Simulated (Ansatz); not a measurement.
Results of PBEsol in Ansatz (PAW) for anatase TiO2 (metastable phase).

Settings: plane-wave cutoff 520 eV, 12×12×12 k mesh, Fermi–Dirac smearing 0.01 eV, no spin polarisation, scalar-relativistic PAW data made under PBE.

Shape and atoms are relaxed at each volume.

Pressure at four volumes; x = ln(V/11.313 Å³). One pressure is withheld.

| V (Å³/atom) | x | P (GPa) |
|---|---|---|
| 10.860 | -0.0409 | 7.69 |
| 11.313 | 0.0000 | 0.00 |
| 11.539 | 0.0198 | -3.50 |
| 11.765 | 0.0392 | ? |

Task: Pass a parabola P(x) through the three rows shown, estimate the bulk modulus and its pressure derivative near zero pressure, and predict the withheld pressure.

Result: Slopes between the rows: (0.00 − (7.69))/(0.0000 − (-0.0409)) = -188.02 and (-3.50 − (0.00))/(0.0198 − (0.0000)) = -176.77 GPa. Their difference over the span 0.0607 is c = 11.25/0.0607 = 185.3 GPa, so P(x) = 7.69 + (-188.02)(x − (-0.0409)) + 185.3 (x − (-0.0409))(x − (0.0000)). At the middle row B = −dP/dx = −[-188.02 + 185.3 × 0.0409] = 180.4 GPa, and B′ = dB/dP = 2c/B = 2.1. At x = 0.0392 the parabola gives -6.79 GPa; the run gives -6.77 GPa. The Birch–Murnaghan fit to the energies at all volumes has B0 = 181 GPa and B′ = 2.2.

Ansatz is a program for electronic structure.
